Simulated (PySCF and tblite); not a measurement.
The numbers below are computed, except where a source is named.
# Pyramidal inversion: stationary points, barriers and rates

System: C₃H₅O (charge -1), numbered as in [CH-:1]1[CH2:2][CH2:3][O:4]1.

Motion: pyramidal inversion at C1. Level: BHandHLYP/pcSseg-1 + D3(BJ), IEF-PCM methanol on PBE0-D3(BJ)/def2-SVP stationary points, with GFN2-xTB thermal terms. Rates follow Eyring's equation with the number of equivalent paths and no tunnelling. (PySCF 2.14 with density fitting, tblite 0.8.)

| point | symmetry | E(GFN2) kcal/mol | E(DFT) kcal/mol | ZPE change kcal/mol | lowest mode cm⁻¹ |
| --- | --- | --- | --- | --- | --- |
| start | C1 | 0.0 | 0.0 | 0.00 | 91 |
| saddle | Cs | 27.3 | 26.6 | -2.08 | 1153i |
| end | C1 | 0.0 | 0.0 | 0.00 | 90 |

- Electronic barrier: 26.6 kcal/mol
- Barrier with zero-point energy: 24.5 kcal/mol
- ΔH‡ (298 K): 24.3 kcal/mol
- ΔS‡ (298 K, symmetry apart): -1.5 cal/(mol K)
- Paths: 1 equivalent path
- End point: the same structure with atoms interchanged, or its mirror image
- Mean lifetime of the start against this motion at 298 K: 2.7 days
- Cost: 36 s on 1 thread of Arm Neoverse V2, shared host (rough), peak memory 0.47 GiB, launched as `OMP_NUM_THREADS=1 python ens_run.py task.json out`

```tsv
T/K	ΔG‡ kcal/mol	k s⁻¹
298	24.8	4.2×10⁻⁶
350	24.8	0.0023
400	24.9	0.21
```

ΔG and ΔG‡ leave out symmetry numbers and mirror images; rates count paths: 1 out.

The ion is treated without a counter-ion.
